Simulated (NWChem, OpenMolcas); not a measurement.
## How basis sets differ on C3H8 (propane)

The species is C3H8 (11 atoms), meant as a singlet with charge 0. SMILES: `CCC`. The coordinates come from a PBE0-D4/def2-TZVP relaxation.

Each level gives the dipole moment (D). The values are calculated.

**What was measured.** NIST CCCBDB gives the dipole moment of the gas as 0.08 D.

```tsv
level	kind	program	value (D)	computed − measured	CPU time
PBE0/STO-3G	global hybrid	NWChem	0.02	-0.06	3.6 s
PBE0/3-21G	global hybrid	NWChem	0.03	-0.05	4.8 s
PBE0/6-31G	global hybrid	NWChem	0.05	-0.03	5.8 s
PBE0/6-31G* (spherical functions)	global hybrid	NWChem	0.06	-0.02	8.8 s
PBE0/6-31+G* (spherical functions)	global hybrid	NWChem	0.09	+0.01	39 s
PBE0/6-31G** (spherical functions)	global hybrid	NWChem	0.05	-0.03	12 s
PBE0/def2-SVP	global hybrid	OpenMolcas	0.05	-0.03	44 s
PBE0/6-31++G** (spherical functions)	global hybrid	NWChem	0.09	+0.01	81 s
PBE0/6-311G**	global hybrid	NWChem	0.07	-0.01	19 s
```

Nearest: PBE0/6-31+G* (spherical functions) (+0.01 D), PBE0/6-31++G** (spherical functions) (+0.01 D), PBE0/6-311G** (-0.01 D); farthest: PBE0/STO-3G (-0.06 D). The measured dipole is a vibrational average, so differences of a few hundredths of a debye mean little. Magnitudes only: a small dipole may point the other way at some levels. Sets without polarisation functions give poor dipoles. Times are those of the runs behind each value, whatever else they computed, on shared processors of several kinds: orders of magnitude only.
